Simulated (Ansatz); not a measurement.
# CH5FSi: the cost of one run

Program: Ansatz 0.2.0. Level of theory: RKS PBE0-D4/def2-SVP. These are calculated values, not measurements.

## (1) The system as given

Bond lengths: Si1–C2 2.070 Å, C2–H3 1.110 Å, C2–H4 1.110 Å, C2–H5 1.110 Å, Si1–H6 1.660 Å, Si1–F7 1.589 Å, Si1–H8 1.459 Å. Angles: Si1–C2–H3 76.8°, Si1–C2–H4 131.6°, Si1–C2–H5 113.2°, H3–C2–H4 109.4°, H3–C2–H5 109.4°, H4–C2–H5 109.4°, C2–Si1–H6 46.7°, C2–Si1–F7 122.7°, C2–Si1–H8 122.7°, H6–Si1–F7 121.2°, H6–Si1–H8 121.2°, F7–Si1–H8 109.5°.

Structure file:

```xyz
8

Si    0.0000    0.0000    0.0000
C     1.1598    0.0000    1.7145
H     0.1602   -0.3092    2.0850
H     1.9274   -0.7111    2.0850
H     1.3918    1.0203    2.0850
H     1.6388    0.0000    0.2650
F    -0.7489    1.2974   -0.5295
H    -0.6877   -1.1914   -0.4862
```

## (2) Pulling towards end A

Springs on the bonds that form and break draw the guess towards this end; the thresholds are loose.

input.yaml

```yaml
crystal:
  periodic: [false, false, false]
  atoms:
    - { symbol: Si, position_ang: [0.0, 0.0, 0.0] }
    - { symbol: C, position_ang: [1.1598, 0.0, 1.7145] }
    - { symbol: H, position_ang: [0.1602, -0.3092, 2.085] }
    - { symbol: H, position_ang: [1.9274, -0.7111, 2.085] }
    - { symbol: H, position_ang: [1.3918, 1.0203, 2.085] }
    - { symbol: H, position_ang: [1.6388, 0.0, 0.265] }
    - { symbol: F, position_ang: [-0.7489, 1.2974, -0.5295] }
    - { symbol: H, position_ang: [-0.6877, -1.1914, -0.4862] }
basis:
  gaussian: { orbitals: def2-SVP }
hamiltonian:
  xc: pbe0
  dispersion: d4
relax:
  f_tol: 0.15
  max_steps: 25
  restrain:
    - { distance: [1, 5], at: 2.31, k: 30.0 }
    - { distance: [0, 1], at: 1.87, k: 30.0 }
    - { distance: [0, 5], at: 1.46, k: 30.0 }
```

The run is started by

```bash
ansatz run input.yaml --threads 1 --pin off --max-ram 2048MiB --backend cpu --events-out ev --progress --plain --runs-dir out
```

What time and memory should one allow on 1 thread of Intel Xeon 6975P-C (Granite Rapids), shared host?

About 9.9 s, with a peak of 0.16 GiB.
